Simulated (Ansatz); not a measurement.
# [AlH₂···H···BH₂], doublet: the ladder up to UCCSDT(Q)

Geometry: a point of a hydrogen-transfer path between rigid fragments, not a stationary point.

```xyz
7

Al   -0.9598    0.0000    0.0000
H    -1.7527    1.3734    0.0000
H    -1.7527   -1.3734    0.0000
H     0.7792    0.0000    0.0000
B     2.1532    0.0000    0.0000
H     2.6623    0.0000    1.0770
H     2.6623    0.0000   -1.0770
```

Basis cc-pVDZ; Ansatz 0.2.0. Only valence electrons are correlated (noble-gas cores frozen), which leaves 11 electrons in 51 orbitals. R marks a restricted (for open shells ROHF) determinant, U an unrestricted one. Active spaces: pair = (3e, 3o) about the gap; frontier = (9e, 9o) about the gap.

Full CI isn't at hand for all of this; UCCSDT(Q) serves as the reference, and is uncertain by about the last step of the cluster series. The frozen core follows each run's orbitals, which can shift R against U totals by a few meV.

For open shells CISD is restricted-active-space CI with the open shells as a complete middle space.

```
UHF ⟨S²⟩                          : 0.764
T1 diagnostic (RCCSD)             : 0.0152
largest doubles amplitude (RCCSD) : 0.041
T1 diagnostic (UCCSD)             : 0.0124
```

```tsv
level	E − E(RHF) (eV)
UHF	-0.0920
RMP2	-4.5261
UMP2	-4.5231
RCCSD	-5.6917
UCCSD	-5.6933
RCCSD(T)	-5.8022
UCCSD(T)	-5.8023
```

Q: Estimate how far UCCSDT(Q) in cc-pVDZ lies from RCCSD(T). The table doesn't fix it; the size of (T) and the diagnostics are the guide.

A: UCCSDT(Q) in cc-pVDZ lies 3.0 kJ/mol below RCCSD(T), which is 28 % of the (T) step (-10.7 kJ/mol). The diagnostics give no warning, yet the rest is a sizeable part of (T).

The other levels:

| level | E − E(UCCSDT(Q)) (kJ/mol) | share of correlation (%) | wall time |
| --- | --- | --- | --- |
| CISD | 55.9 | 90.06 | 6 s |
| BCCD(T) | 3.0 | 99.47 | 13 s |
| RCCSDT | 0.4 | 99.92 | – |
| UCCSDT | 0.4 | 99.93 | – |
| RCCSDT(Q) | 0.0 | 99.99 | 1.8 min |
| CASSCF (frontier space) | 406.3 | 27.81 | – |
| NEVPT2 (frontier space) | 126.6 | 77.50 | 15 s |

The correlation energy at UCCSDT(Q), counted from RHF, is -5.833 eV. That run took 94 s on 1 thread of Arm Neoverse V1, shared host.

Run but not shown, since their state or frozen core can't be matched to the reference's or they repeat it: CASSCF (pair space), NEVPT2 (pair space), MRCISD (pair space), MRCISD+Q (pair space).

Times hold each run's SCF and search for its determinant on a shared host, so for small cases they say little of a method's own cost; they ran on 1 thread of Arm Neoverse V1.
